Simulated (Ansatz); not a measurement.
A nudged elastic band was laid between two geometries of H2O + H4Si (8 atoms, charge 0, multiplicity 1).

The calculation used RKS PBE0/def2-SVP in Ansatz.

```yaml
movable_images: 7
climbing_image: yes
spring: 5.0 eV/Å²
optimiser: quadratic models (default)
start_path: through a guess of the saddle point
force_threshold: 0.05 eV/Å
iteration_limit: 60
end_points: relaxed
```

First end point:

```xyz
8
Properties=species:S:1:pos:R:3
Si 0.386 0.034 -0.140
H 0.402 -0.126 1.345
H 1.810 0.005 -0.605
H -0.217 1.336 -0.535
H -0.322 -1.115 -0.775
O -2.469 0.031 0.882
H -2.614 -0.916 0.778
H -2.237 0.120 1.814
```

Last end point:

```xyz
8
Properties=species:S:1:pos:R:3
Si -0.197 -0.071 -0.797
H -1.219 0.494 3.434
H 1.100 -0.628 -0.296
H -0.073 1.399 -0.993
H -0.502 -0.730 -2.108
O -1.433 -0.290 0.304
H -1.653 -1.196 0.540
H -1.284 0.393 2.681
```

Question: Which bonds break or form, and what moves?

Answer: Bonds broken: Si1–H2, O6–H8. Bonds formed: Si1–O6, H2–H8. H2O + H4Si becomes H2 + H4OSi.

Question: Give the energies along the band, and the barrier.

Answer: It converged. The highest image is number 3 of 0 to 8, 155.5 kJ/mol above the first end and 192.6 kJ/mol above the last; the last end lies 37.2 kJ/mol below the first. Neighbouring images differ by up to 1.3 eV, so the band resolves the path poorly. A vibrational analysis at the climbing image gives one clearly imaginary mode, 1242i cm⁻¹: a first-order saddle point. The orbitals stay closed-shell, which can raise the energy where a bond breaks towards radicals; this wasn't checked here.

```tsv
image	path coordinate (Å)	energy (kJ/mol)	Si1–H2 (Å)	O6–H8 (Å)	Si1–O6 (Å)
0	0.00	0.0	1.49	0.96	3.03
1	1.00	8.0	1.49	0.96	3.18
2	1.99	54.0	1.51	0.97	2.69
3	2.98	155.5	1.76	1.13	1.89
4	3.69	28.3	2.23	1.71	1.71
5	4.40	-27.4	2.86	2.19	1.67
6	5.11	-35.5	3.54	2.47	1.67
7	5.82	-36.7	4.00	2.48	1.67
8	6.53	-37.2	4.39	2.48	1.67
```

Question: What is the geometry of the highest image?

Answer: 
```xyz
8
Properties=species:S:1:pos:R:3
Si -0.222 0.070 -0.131
H -0.181 0.697 1.518
H 1.041 -0.668 0.178
H -0.032 1.451 -0.661
H -0.755 -0.688 -1.331
O -1.823 -0.348 0.781
H -2.123 -1.269 0.840
H -1.166 0.125 1.568
```

Run time: 3.8 min on 1 thread of Arm Neoverse V2, with other jobs on the host, peak memory 0.11 GiB.
